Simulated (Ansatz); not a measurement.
Species: chloroform, CHCl$_{3}$, net charge 0, singlet state. SMILES: ClC(Cl)Cl
Structure (B3LYP-D3(BJ)/def2-TZVP (Ansatz, an electronic-structure program) minimum search):
```xyz
5

C     -0.0077     0.0005     0.4558
H     -0.0259     0.0016     1.5371
Cl     0.0149     1.6916    -0.0853
Cl     1.4596    -0.8576    -0.0583
Cl    -1.4702    -0.8343    -0.1077
```

Wanted: vertical triplet-singlet gap (E(triplet) - E(singlet); each state is the SCF solution reached for its spin; the molecule has degenerate orbitals, so one determinant may break the symmetry; for the triplet the Hartree-Fock reference is unstable and T1 is 0.018), in kcal/mol. Valence correlation only, unless marked. Open shells are spin-unrestricted. No spin-orbit coupling. Non-relativistic. CBS(X,Y): correlation extrapolated as X^-3; Hartree-Fock from the larger set. The program attaches cautions to a run behind CCSD/aug-cc-pV(D+d)Z: other roots. The program attaches cautions to a run behind CCSD(T)/aug-cc-pV(D+d)Z: other roots.

```json
[
 {"level": "HF/aug-cc-pV(T+d)Z", "program": "Ansatz", "vertical triplet-singlet gap (kcal/mol)": "138.3"},
 {"level": "HF/aug-cc-pV(Q+d)Z", "program": "Ansatz", "vertical triplet-singlet gap (kcal/mol)": "138.0"},
 {"level": "SVWN5/def2-TZVPD", "program": "Ansatz", "vertical triplet-singlet gap (kcal/mol)": "121.2"},
 {"level": "PBE/def2-TZVPD", "program": "Ansatz", "vertical triplet-singlet gap (kcal/mol)": "119.7"},
 {"level": "r2SCAN/def2-TZVPD", "program": "Ansatz", "vertical triplet-singlet gap (kcal/mol)": "124.8"},
 {"level": "B3LYP/def2-TZVPD", "program": "Ansatz", "vertical triplet-singlet gap (kcal/mol)": "130.1"},
 {"level": "PBE0/def2-TZVPD", "program": "Ansatz", "vertical triplet-singlet gap (kcal/mol)": "133.7"},
 {"level": "BHLYP/def2-TZVPD", "program": "Ansatz", "vertical triplet-singlet gap (kcal/mol)": "141.3"},
 {"level": "CAM-B3LYP/def2-TZVPD", "program": "Ansatz", "vertical triplet-singlet gap (kcal/mol)": "140.6"},
 {"level": "wB97M-V/def2-TZVPD", "program": "Ansatz", "vertical triplet-singlet gap (kcal/mol)": "146.2"},
 {"level": "wB97X-V/def2-TZVPD", "program": "Ansatz", "vertical triplet-singlet gap (kcal/mol)": "146.6"},
 {"level": "B2PLYP/def2-TZVPD", "program": "Ansatz", "vertical triplet-singlet gap (kcal/mol)": "140.7"},
 {"level": "RI-MP2/aug-cc-pV(T+d)Z", "program": "Ansatz", "vertical triplet-singlet gap (kcal/mol)": "150.4"},
 {"level": "RI-MP2/aug-cc-pV(Q+d)Z", "program": "Ansatz", "vertical triplet-singlet gap (kcal/mol)": "150.9"},
 {"level": "RI-MP2/CBS(aug-cc-pV(T+d)Z,aug-cc-pV(Q+d)Z)", "program": "Ansatz", "vertical triplet-singlet gap (kcal/mol)": "151.5"},
 {"level": "CCSD/aug-cc-pV(D+d)Z", "program": "Ansatz", "vertical triplet-singlet gap (kcal/mol)": "150.2"},
 {"level": "CCSD(T)/aug-cc-pV(D+d)Z", "program": "Ansatz", "vertical triplet-singlet gap (kcal/mol)": "142.1"}
]
```
